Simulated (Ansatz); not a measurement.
Reaction: C3H7Cl (1-chloropropane, SMILES ClCCC) → C2H4Cl (SMILES [CH2]CCl, doublet) + CH3 (SMILES [CH3], doublet) (the C-C bond breaks)
Each species at its own B3LYP-D3(BJ)/def2-TZVP minimum (Ansatz, a first-principles code), one conformer.

Total energies in hartree (Ansatz). UHF or UKS for unpaired electrons; spin-orbit terms are left out. Cores are frozen in correlated methods. No relativity.

```csv
species,HF/cc-pV(T+d)Z,CCSD(T)/cc-pV(T+d)Z,HF/cc-pV(Q+d)Z,CCSD(T)/cc-pV(Q+d)Z,CCSD(T)/cc-pV(D+d)Z,CCSDT(Q)/cc-pV(D+d)Z
"1: C3H7Cl (1-chloropropane, SMILES CCCCl)",-577.24785,-578.05122,-577.25907,-578.11057,-577.84631,-577.84837
"2: C2H4Cl (SMILES [CH2]CCl, doublet)",-537.56679,-538.13897,-537.57552,-538.18557,-537.98044,-537.98222
"3: CH3 (SMILES [CH3], doublet)",-39.57748,-39.76098,-39.58026,-39.77245,-39.71583,-39.71634
```

Question: Work out the bond dissociation energy (electronic) in kcal/mol: take Hartree-Fock from cc-pV(Q+d)Z, extrapolate the CCSD(T) correlation energy as X^-3 (X = 3, 4), and add CCSDT(Q) - CCSD(T) in cc-pV(D+d)Z. 1 hartree = 627.51 kcal/mol.

Answer: 
Species 1: correlation (64·(-0.85150) - 27·(-0.80337))/37 = -0.88662; step -0.00206; E1 = -577.25907 + (-0.88662) + (-0.00206) = -578.14775
Species 2: correlation (64·(-0.61005) - 27·(-0.57218))/37 = -0.63768; step -0.00178; E2 = -537.57552 + (-0.63768) + (-0.00178) = -538.21498
Species 3: correlation (64·(-0.19219) - 27·(-0.18350))/37 = -0.19853; step -0.00051; E3 = -39.58026 + (-0.19853) + (-0.00051) = -39.77930
-1·E1 +1·E2 +1·E3 = 0.15347 hartree = 96.3 kcal/mol.
